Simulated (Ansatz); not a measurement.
Ideal-gas functions of `OCF` at 298.15 K and 1 bar, from an Ansatz frequency run at PBE0-D4/def2-TZVP.

Molar mass 50.03 g/mol, point group C1 (symmetry number 1), electronic degeneracy 1, moments of inertia 10.97, 48.749, 55.133 u Å². Harmonic wavenumbers (cm⁻¹, unscaled): 393, 550, 1031, 1075, 1168, 1270, 1400, 1447, 1527, 3039, 3130, 3852.

Use S(trans) = R[1.5 ln M + 2.5 ln T − 1.1517]; rotational temperatures θ = 24.2544 K / I; S(rot) = R[ln(√π/σ · √(T³/θAθBθC)) + 1.5]; for each mode x = 1.438777 ν̃/T, S = R[x/(eˣ − 1) − ln(1 − e⁻ˣ)] and H = RT x/(eˣ − 1); 1 cm⁻¹ = 0.0119627 kJ/mol; R = 8.31446 J/(mol·K).

Problem. By hand: the entropy, in J/(mol·K).

Solution. Translation 157.7. Rotation: θ = 2.211, 0.4975, 0.4399 K, giving 91.3. Vibration, mode by mode: 4.14, 2.28, 0.35, 0.29, 0.20, 0.13, 0.08, 0.06, 0.04, 0.00, 0.00, 0.00, in all 7.6. Electronic 0.0. Sum 256.6 J/(mol·K).

Problem. By hand: H − E and G − E in kJ/mol, counted from the electronic energy.

Solution. Zero-point energy ½ × 19882 × 0.0119627 = 118.9; thermal vibration 1.6; translation, rotation and pV give 4 RT = 9.9. H − E = 130.4 kJ/mol, and G − E = 130.4 − 298.15 × 256.6/1000 = 53.9 kJ/mol.

Vibration gives 3 % of the entropy. The sum counts one conformer and one mirror image; others add a mixing term.
